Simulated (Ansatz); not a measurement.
One change: `C=C(O)S` becomes `C=C(O)NC`.

Ansatz, PBE0-D4/def2-TZVP geometries, multiplicity 1. Each molecule was computed in one conformer, which needn't be the lowest.

```
                                                                                  property  `C=C(O)S`
ideal-gas entropy at 298 K and 1 bar (rigid rotor, harmonic PBE0-D4/def2-TZVP) / J/(mol·K)        295
                                                        HOMO energy (PBE0/def2-TZVPP) / eV      -6.83
                                                       HOMO energy (B3LYP/def2-TZVPP) / eV      -6.62
                                                     HOMO energy (ωB97M-V/def2-TZVPP) / eV      -9.02
                                                   HOMO–LUMO gap (ωB97M-V/def2-TZVPP) / eV      10.96
                                                       LUMO energy (B3LYP/def2-TZVPP) / eV      -0.31
```

Q: Give the same properties after the change, and the shifts. (Estimate.)

A: Ansatz gave: 
| property | `C=C(O)NC` | shift |
| --- | --- | --- |
| ideal-gas entropy at 298 K and 1 bar (rigid rotor, harmonic PBE0-D4/def2-TZVP) / J/(mol·K) | 315 | 20 |
| HOMO energy (PBE0/def2-TZVPP) / eV | -5.73 | 1.10 |
| HOMO energy (B3LYP/def2-TZVPP) / eV | -5.53 | 1.09 |
| HOMO energy (ωB97M-V/def2-TZVPP) / eV | -7.95 | 1.07 |
| HOMO–LUMO gap (ωB97M-V/def2-TZVPP) / eV | 10.51 | -0.45 |
| LUMO energy (B3LYP/def2-TZVPP) / eV | 0.74 | 1.05 |

With PBE0 the HOMO rises by 1.10 eV and the LUMO rises by 1.16 eV, so the gap widens by about 0.06 eV. PBE moves the HOMO by 1.11 eV and ωB97M-V by 1.07 eV. The zero-point energy changes by 120.4 kJ/mol with +12 modes.

B3LYP here is the variant with VWN-RPA as its local correlation; programs differ in this.
